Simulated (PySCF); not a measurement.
Molecule: SMILES C1=CN(C)C=N1, C4H6N2.

Structure with atom numbers: `[CH3:1][n:2]1[cH:3][cH:4][n:5][cH:6]1` (H(Xn): hydrogen on atom n).

Geometry PBE0-D3(BJ)/def2-SVP throughout; GIAO in PySCF 2.14.0 with density-fitted response routines, gas phase, one conformer, non-relativistic; equivalent atoms averaged; functional PBE0.

Problem. How do the absolute shieldings σ depend on the basis set? (a selection of nuclei; ppm; last column core-seconds on 1 thread of an Arm Neoverse V2, shared host)

Solution. 
```
  basis set  functions    C6    C4    C3     C1     N5    N2  H(C4)  H(C3)  H(C1)  core-s
   pcSseg-0         66  44.8  49.3  62.8  158.0  -52.5  89.9  25.66  26.14  29.04     3.7
    cc-pVDZ        114  63.5  67.1  79.8  164.4   -9.9  99.8  24.26  24.62  27.88     7.2
aug-cc-pVDZ        192  59.6  64.4  78.2  163.2   -9.3  99.1  24.04  24.38  27.72      15
    cc-pVTZ        264  48.6  51.4  66.8  154.6  -32.9  83.5  24.09  24.40  27.74      23
   IGLO-III        270  40.4  43.6  59.2  150.3  -41.0  76.1  24.12  24.47  27.79      23
```

Problem. Which nucleus among those listed moves most, in ppm?

Solution. N5 (pyridine-type nitrogen of an azole): from -52.5 ppm with pcSseg-0 to -9.3 ppm with aug-cc-pVDZ. The smallest spread is 1.32 ppm, at H(C1). Proton shifts span only some 12 ppm, so a few tenths of a ppm matter as much there as several ppm in carbon.

Problem. Taking the largest basis, IGLO-III (270 functions), as the yardstick, rank the others by their worst heavy-atom deviation.

Solution. cc-pVTZ 8.3 ppm (264 functions), pcSseg-0 13.8 ppm (66 functions), cc-pVDZ 31.1 ppm (114 functions), aug-cc-pVDZ 31.7 ppm (192 functions).

A small basis that lands close on one nucleus may do so by chance; judge by the trend and by all nuclei.
